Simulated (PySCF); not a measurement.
**Basis-set dependence of population analyses: methyl propyl disulfide**

Methyl propyl disulfide, C4H10S2.
Cartesian coordinates in Å at the PBE0-D3(BJ)/def2-SVP level; atoms count from 1:
```xyz
16
C4H10S2 angstrom
C      2.5784   -0.1258    0.2307
C      1.2798   -0.4957   -0.4699
C      0.3033    0.6639   -0.5375
S     -1.2661    0.2767   -1.3772
S     -2.1283   -1.0943   -0.1045
C     -3.0079   -0.0264    1.0657
H      2.3970    0.1996    1.2677
H      3.2680   -0.9823    0.2687
H      3.0981    0.6962   -0.2874
H      0.7893   -1.3308    0.0576
H      1.4807   -0.8525   -1.4937
H      0.7149    1.5015   -1.1278
H      0.0804    1.0628    0.4659
H     -3.7417    0.6016    0.5425
H     -3.5338   -0.6984    1.7610
H     -2.3119    0.6029    1.6380
```

PBE0 throughout (PySCF), one geometry, spherical d and f functions. One conformer (not necessarily the lowest) at the PBE0-D3(BJ)/def2-SVP geometry, without solvent, vibrations or thermal averaging. Atoms taken as equivalent share a column and are averaged. The first 7 of 10 kinds of atom are listed.

Mulliken charges (e):

```json
{"basis": "STO-3G", "functions": "48", "C1": "-0.231", "C2": "-0.144", "C3": "-0.223", "S4": "+0.056", "S5": "+0.062", "C6": "-0.320", "H7/H8/H9": "+0.077"}
{"basis": "6-31G", "functions": "82", "C1": "-0.493", "C2": "-0.300", "C3": "-0.601", "S4": "+0.100", "S5": "+0.090", "C6": "-0.745", "H7/H8/H9": "+0.168"}
{"basis": "pcSseg-0", "functions": "82", "C1": "-0.637", "C2": "-0.490", "C3": "-0.746", "S4": "+0.095", "S5": "+0.043", "C6": "-0.893", "H7/H8/H9": "+0.232"}
{"basis": "6-31G*", "functions": "112", "C1": "-0.528", "C2": "-0.318", "C3": "-0.502", "S4": "+0.032", "S5": "+0.028", "C6": "-0.683", "H7/H8/H9": "+0.176"}
{"basis": "def2-SVP", "functions": "142", "C1": "-0.089", "C2": "-0.061", "C3": "-0.163", "S4": "-0.075", "S5": "-0.102", "C6": "-0.161", "H7/H8/H9": "+0.044"}
{"basis": "cc-pVDZ", "functions": "142", "C1": "-0.090", "C2": "-0.079", "C3": "-0.166", "S4": "-0.051", "S5": "-0.071", "C6": "-0.184", "H7/H8/H9": "+0.045"}
{"basis": "pcSseg-1", "functions": "166", "C1": "-0.287", "C2": "-0.255", "C3": "-0.355", "S4": "-0.030", "S5": "-0.074", "C6": "-0.392", "H7/H8/H9": "+0.116"}
{"basis": "aug-cc-pVDZ", "functions": "236", "C1": "+0.438", "C2": "+0.439", "C3": "+0.236", "S4": "+0.117", "S5": "+0.036", "C6": "+0.220", "H7/H8/H9": "-0.133"}
{"basis": "6-311+G(2d,p)", "functions": "238", "C1": "-0.637", "C2": "-0.290", "C3": "-0.093", "S4": "-0.031", "S5": "+0.133", "C6": "-0.682", "H7/H8/H9": "+0.147"}
{"basis": "def2-TZVP", "functions": "258", "C1": "-0.371", "C2": "-0.182", "C3": "-0.199", "S4": "-0.086", "S5": "-0.081", "C6": "-0.348", "H7/H8/H9": "+0.121"}
{"basis": "IGLO-III", "functions": "328", "C1": "-0.358", "C2": "-0.189", "C3": "-0.316", "S4": "+0.025", "S5": "+0.021", "C6": "-0.464", "H7/H8/H9": "+0.114"}
{"basis": "cc-pVTZ", "functions": "328", "C1": "-0.299", "C2": "-0.159", "C3": "-0.182", "S4": "-0.077", "S5": "-0.074", "C6": "-0.271", "H7/H8/H9": "+0.097"}
```

IAO charges (e):

```csv
basis,functions,C1,C2,C3,S4,S5,C6,H7/H8/H9
STO-3G,48,-0.391,-0.263,-0.350,+0.091,+0.092,-0.495,+0.132
6-31G,82,-0.429,-0.261,-0.340,-0.004,+0.011,-0.522,+0.144
pcSseg-0,82,-0.421,-0.268,-0.348,+0.003,+0.007,-0.518,+0.142
6-31G*,112,-0.410,-0.249,-0.333,+0.014,+0.029,-0.507,+0.137
def2-SVP,142,-0.399,-0.243,-0.325,+0.017,+0.030,-0.494,+0.133
cc-pVDZ,142,-0.409,-0.247,-0.330,+0.017,+0.030,-0.504,+0.136
pcSseg-1,166,-0.409,-0.250,-0.334,+0.018,+0.031,-0.505,+0.137
aug-cc-pVDZ,236,-0.420,-0.254,-0.333,+0.014,+0.028,-0.510,+0.140
"6-311+G(2d,p)",238,-0.423,-0.256,-0.341,+0.021,+0.035,-0.519,+0.141
def2-TZVP,258,-0.423,-0.256,-0.343,+0.024,+0.039,-0.522,+0.140
IGLO-III,328,-0.424,-0.257,-0.344,+0.025,+0.040,-0.523,+0.141
cc-pVTZ,328,-0.424,-0.256,-0.341,+0.021,+0.035,-0.521,+0.141
```

Hirshfeld charges (e):

```
        basis  functions      C1      C2      C3      S4      S5      C6  H7/H8/H9
       STO-3G         48  -0.041  -0.015  -0.022  -0.008  -0.002  -0.051    +0.013
        6-31G         82  -0.098  -0.057  -0.058  -0.042  -0.031  -0.105    +0.035
     pcSseg-0         82  -0.099  -0.060  -0.062  -0.013  -0.004  -0.114    +0.036
       6-31G*        112  -0.099  -0.058  -0.057  -0.045  -0.035  -0.102    +0.035
     def2-SVP        142  -0.110  -0.073  -0.073  -0.004  +0.004  -0.125    +0.039
      cc-pVDZ        142  -0.107  -0.069  -0.070  -0.013  -0.004  -0.121    +0.038
     pcSseg-1        166  -0.112  -0.075  -0.076  -0.005  +0.002  -0.127    +0.040
  aug-cc-pVDZ        236  -0.121  -0.087  -0.088  +0.001  +0.008  -0.139    +0.043
6-311+G(2d,p)        238  -0.114  -0.083  -0.085  -0.004  +0.003  -0.132    +0.041
    def2-TZVP        258  -0.117  -0.081  -0.084  -0.005  +0.002  -0.133    +0.041
     IGLO-III        328  -0.121  -0.088  -0.089  +0.012  +0.019  -0.141    +0.042
      cc-pVTZ        328  -0.117  -0.079  -0.082  -0.008   0.000  -0.133    +0.041
```

ESP-fitted charges (e):

```json
{"basis": "STO-3G", "functions": "48", "C1": "-0.478", "C2": "+0.219", "C3": "-0.219", "S4": "-0.070", "S5": "-0.040", "C6": "-0.226", "H7/H8/H9": "+0.116"}
{"basis": "6-31G", "functions": "82", "C1": "-0.492", "C2": "+0.372", "C3": "-0.315", "S4": "-0.165", "S5": "-0.133", "C6": "-0.256", "H7/H8/H9": "+0.113"}
{"basis": "pcSseg-0", "functions": "82", "C1": "-0.586", "C2": "+0.413", "C3": "-0.336", "S4": "-0.165", "S5": "-0.130", "C6": "-0.271", "H7/H8/H9": "+0.136"}
{"basis": "6-31G*", "functions": "112", "C1": "-0.486", "C2": "+0.381", "C3": "-0.333", "S4": "-0.141", "S5": "-0.098", "C6": "-0.336", "H7/H8/H9": "+0.111"}
{"basis": "def2-SVP", "functions": "142", "C1": "-0.408", "C2": "+0.347", "C3": "-0.274", "S4": "-0.135", "S5": "-0.092", "C6": "-0.271", "H7/H8/H9": "+0.092"}
{"basis": "cc-pVDZ", "functions": "142", "C1": "-0.413", "C2": "+0.342", "C3": "-0.282", "S4": "-0.134", "S5": "-0.088", "C6": "-0.295", "H7/H8/H9": "+0.093"}
{"basis": "pcSseg-1", "functions": "166", "C1": "-0.453", "C2": "+0.418", "C3": "-0.309", "S4": "-0.142", "S5": "-0.102", "C6": "-0.278", "H7/H8/H9": "+0.100"}
{"basis": "aug-cc-pVDZ", "functions": "236", "C1": "-0.474", "C2": "+0.406", "C3": "-0.330", "S4": "-0.135", "S5": "-0.081", "C6": "-0.352", "H7/H8/H9": "+0.105"}
{"basis": "6-311+G(2d,p)", "functions": "238", "C1": "-0.497", "C2": "+0.431", "C3": "-0.339", "S4": "-0.133", "S5": "-0.077", "C6": "-0.368", "H7/H8/H9": "+0.110"}
{"basis": "def2-TZVP", "functions": "258", "C1": "-0.485", "C2": "+0.420", "C3": "-0.308", "S4": "-0.135", "S5": "-0.083", "C6": "-0.321", "H7/H8/H9": "+0.107"}
{"basis": "IGLO-III", "functions": "328", "C1": "-0.453", "C2": "+0.398", "C3": "-0.341", "S4": "-0.119", "S5": "-0.068", "C6": "-0.365", "H7/H8/H9": "+0.101"}
{"basis": "cc-pVTZ", "functions": "328", "C1": "-0.471", "C2": "+0.393", "C3": "-0.299", "S4": "-0.136", "S5": "-0.085", "C6": "-0.314", "H7/H8/H9": "+0.105"}
```

Some averages cover members that differ in this geometry, most widely: H7/H8/H9, Mulliken in aug-cc-pVDZ -0.150 to -0.123 e.

Problem. Which scheme is steadiest as the basis changes?

Solution. Largest range over the bases for any column: Hirshfeld 0.09 e, IAO 0.09 e, ESP-fitted 0.21 e, Mulliken 1.11 e. Hirshfeld and IAO charges move least and Mulliken charges most, counted in e. Without the minimal STO-3G basis the ranges are Hirshfeld 0.06, IAO 0.03, ESP-fitted 0.18, Mulliken 1.11 e.

Problem. What do the same runs give for the total energy, the frontier levels and the dipole moment?

Solution. 
```csv
basis,energy (Eh),HOMO (eV),LUMO (eV),μ (D)
STO-3G,-943.7147,-3.35,4.61,1.19
6-31G,-954.2196,-6.76,-0.35,2.62
pcSseg-0,-953.0562,-6.97,-0.42,2.62
6-31G*,-954.3191,-6.65,-0.22,2.29
def2-SVP,-953.9985,-6.63,-0.01,2.06
cc-pVDZ,-954.3733,-6.61,-0.09,2.06
pcSseg-1,-954.3052,-6.78,-0.29,2.20
aug-cc-pVDZ,-954.3880,-6.70,-0.45,2.10
"6-311+G(2d,p)",-954.4325,-6.70,-0.45,2.09
def2-TZVP,-954.4492,-6.68,-0.26,2.03
IGLO-III,-954.4478,-6.64,-0.27,1.91
cc-pVTZ,-954.4563,-6.68,-0.24,2.05
```

The dipole is fixed by the density alone, so its range of 1.43 D shows that the density itself changes with the basis, not only its division among atoms.
